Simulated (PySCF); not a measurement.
**Basis-set dependence of BN at r²SCAN**

PySCF, UKS reference; triplet, unpaired electrons σ ↑, π ↑; De to B + N without counterpoise correction.

| basis | relativity | functions | Re (Å) | ωe (cm⁻¹) | De (eV) | μ (D) |
| --- | --- | --- | --- | --- | --- | --- |
| STO-3G | no relativity | 10 | 1.346 | 1647 | 5.42 | -1.65 |
| x2c-SVPall | spin-free X2C | 28 | 1.323 | 1597 | 4.94 | -1.94 |
| jorge-DZP-DKH | spin-free X2C | 30 | 1.333 | 1554 | 4.68 | -1.92 |
| cc-pVTZ | no relativity | 60 | 1.322 | 1570 | 4.90 | -2.05 |
| def2-TZVPP | no relativity | 62 | 1.321 | 1569 | 4.89 | -2.11 |
| def2-TZVPPD | no relativity | 74 | 1.321 | 1568 | 4.90 | -2.13 |

(1) How does each smaller set differ from the one with most functions, def2-TZVPPD?

A positive dipole means B(−)N(+). STO-3G is very small, so such numbers show the basis as much as the molecule. The state is the lowest determinant that a PBE0 search found; another state may lie lower at other levels.

Results:

(1) STO-3G: +2.5 pm, +5.0 % in ωe, +0.52 eV in De; x2c-SVPall: +0.2 pm, +1.8 % in ωe, +0.04 eV in De; jorge-DZP-DKH: +1.2 pm, -0.9 % in ωe, -0.22 eV in De; cc-pVTZ: +0.1 pm, +0.1 % in ωe, +0.00 eV in De; def2-TZVPP: +0.0 pm, +0.1 % in ωe, -0.01 eV in De. All at r²SCAN; the set with most functions is neither the basis-set limit nor always the best. The rows treat relativity differently, so the differences are not basis effects alone.
